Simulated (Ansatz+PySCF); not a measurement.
Results of a calculation; reference values are marked as such.
Input for Ansatz (development build ahead of 0.2.0):

```yaml
crystal:
  periodic: [false, false, false]
  atoms:
    - { symbol: C, position_ang: [0.0, 0.0, 0.0] }
    - { symbol: H, position_ang: [1.09034, 0.0, 0.0] }
    - { symbol: H, position_ang: [-0.54517, 0.94427, 0.0] }
    - { symbol: H, position_ang: [-0.54517, -0.94427, 0.0] }
    - { symbol: C, position_ang: [10.0, 0.0, 0.0] }
    - { symbol: H, position_ang: [11.09034, 0.0, 0.0] }
    - { symbol: H, position_ang: [9.45483, 0.94427, 0.0] }
    - { symbol: H, position_ang: [9.45483, -0.94427, 0.0] }
basis:
  gaussian: { orbitals: STO-3G }
magnetization:
  spin_polarized: true
hamiltonian:
  xc: hf
correlation:
  method: mp2
  frozen_orbitals: { C: 1, H: 0 }
scf:
  omitted_lower_state_checks: [starts, atomic_configurations, cluster_reference, orbital_swaps, given_window_search, neighbouring_geometries, increment]
```

The input is written out in the form of the current development build from the run's settings.

The run gave:

```json
{
 "Converged": "yes",
 "Reference energy": "-78.15267 hartree",
 "Correlation energy": "-0.07738 hartree",
 "Total energy": "-78.23005 hartree",
 "Spin squared of the determinant": "1.032",
 "Stability test": "minimum"
}
```

Caution: bonds are stretched, where a single reference can fail; the unrestricted determinant is a mixture of spin states.
